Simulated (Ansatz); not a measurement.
Candidates: antiferromagnetic (type II) rock-salt NiO, rock-salt CaO, rock-salt SrO, corundum Ga2O3 (metastable phase), rock-salt MgO, SiO2 (P4₁2₁2, No. 92). Level: r²SCAN0 (Ansatz, a first-principles code, PAW).

Density-functional runs with spin start from opposed moments for antiferromagnetic (type II) rock-salt NiO.

Density-functional gaps are differences of (generalised) Kohn–Sham levels.

Measured gaps can lie in another order.

Levels without +SOC have no spin–orbit coupling; where heavier elements are present it shifts gaps, mostly down, and can invert bands. Cells: r²SCAN0 at the measured cell for 5 of them, at the measured cell (atoms relaxed with PBEsol) for 1 of them. Ansatz's density-functional and Hartree–Fock values are scalar-relativistic unless marked +SOC, with PAW data made under PBE.

**Question.** Which of them have a computed band gap between 6.1 and 8.3 eV?

**Answer.** rock-salt CaO, rock-salt MgO. The values: antiferromagnetic (type II) rock-salt NiO 5.83 eV; rock-salt CaO 6.43 eV; rock-salt SrO 5.85 eV; corundum Ga2O3 (metastable phase) 5.87 eV; rock-salt MgO 7.86 eV; SiO2 (P4₁2₁2, No. 92) 8.67 eV.
